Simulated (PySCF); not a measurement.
## Computed properties of dimethyl sulfide (C2H6S), SMILES CSC

dimethyl sulfide (C₂H₆S), SMILES CSC. Geometry optimised at TPSSh-D3(BJ)/def2-TZVP. One conformer was computed; it need not be the lowest. All values are computed for the isolated molecule unless a solvent is named; none is compared with measurement here.

**Structure.** The optimised structure has C2v symmetry. All 21 harmonic modes at TPSSh-D3(BJ)/def2-TZVP (PySCF) are real, so it is a minimum. With heavy atoms numbered as in [CH3:1][S:2][CH3:3], the shortest bond between them is C1–S2 at 1.809 Å and the longest S2–C3 at 1.809 Å.

**Vibrations.** The strongest infrared lines (harmonic, unscaled, degenerate partners summed) lie at 3096 cm⁻¹ (39 km/mol, H 90 %, C 10 %), 3025 cm⁻¹ (36 km/mol, H 98 %), 3028 cm⁻¹ (32 km/mol, H 98 %). The softest mode is at 180 cm⁻¹ and the zero-point energy is 47.3 kcal/mol.

**Electronic structure.** M06-2X/def2-TZVPD (PySCF) places the frontier levels at -7.48 and 0.52 eV, a gap of 8.00 eV, and gives a dipole moment of 1.61 D and a mean polarisability of 48.9 bohr³. PBE/def2-TZVPD (PySCF) at the same geometry gives -5.07 and -0.37 eV, so its gap is 3.30 eV narrower. An orbital gap is neither the optical nor the fundamental gap.

**Excitations.** TDDFT-M06-2X/def2-SVPD (PySCF) has S1 at 5.32 eV (233 nm, f = 0.000, dark); the most intense of the 10 singlets computed lies at 8.06 eV (f = 0.08). T1 (TDA) is at 5.02 eV. TDDFT-PBE/def2-SVPD (PySCF) puts S1 at 5.04 eV. No vertical singlet excitation falls in the visible range (under 3.1 eV).

**NMR.** GIAO shifts at B3LYP/pcSseg-1 (PySCF) (non-relativistic, atoms alike by connectivity averaged): ¹³C at 23.9 ppm against TMS; ¹H at 2.0 ppm against TMS.

**Solvation.** SMD-PBE0/6-31G* (PySCF) gives -0.7 kcal/mol in water, -3.2 kcal/mol in cyclohexanone, -3.8 kcal/mol in acetone (1 M in both phases, gas-phase geometry); of these solvents acetone holds the molecule best.
